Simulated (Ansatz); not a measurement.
This geometry of BH₅S (7 atoms, charge 0, multiplicity 1) is a first-order saddle point.

These are results of RKS r2SCAN/cc-pVDZ (Ansatz), not measurements.

```xyz
7
Properties=species:S:1:pos:R:3
B -0.018 -0.219 0.082
H -0.249 0.119 1.297
H 1.017 0.306 -0.233
H -1.044 -0.137 -0.536
S 0.484 -2.214 0.317
H -0.783 -2.696 0.360
H 0.057 -0.995 1.257
```

(1) Which two structures does it join? (They come from a converged band through this point; their orientation in space is the band's.)

(2) How far does it lie above each of them?

## Answers

(1) Bonds broken: B1–H2, S5–H7. Bonds formed: H2–H7. BH5S becomes BH3S + H2.

Image 0:

```xyz
7
Properties=species:S:1:pos:R:3
B 0.032 -0.013 0.072
H 0.350 0.680 1.021
H 0.856 -0.040 -0.823
H -1.132 0.028 -0.263
S 0.325 -1.840 0.866
H -0.242 -2.672 -0.049
H -0.725 -1.981 1.719
```

Image 6:

```xyz
7
Properties=species:S:1:pos:R:3
B 0.104 -0.675 -0.574
H -0.357 0.561 2.593
H 1.014 0.111 -0.603
H -1.045 -0.353 -0.710
S 0.569 -2.376 -0.316
H -0.668 -2.940 -0.346
H -0.153 -0.165 2.499
```

(2) 0.57 eV above the first and 0.78 eV above the second. This is the barrier of this one path; another mechanism may lie lower. The orbitals stay closed-shell, which can raise the energy where a bond breaks towards radicals; this wasn't checked here.

Time of the run: 3.4 min on 1 thread of Arm Neoverse N1 (shared host), peak memory 0.11 GiB.
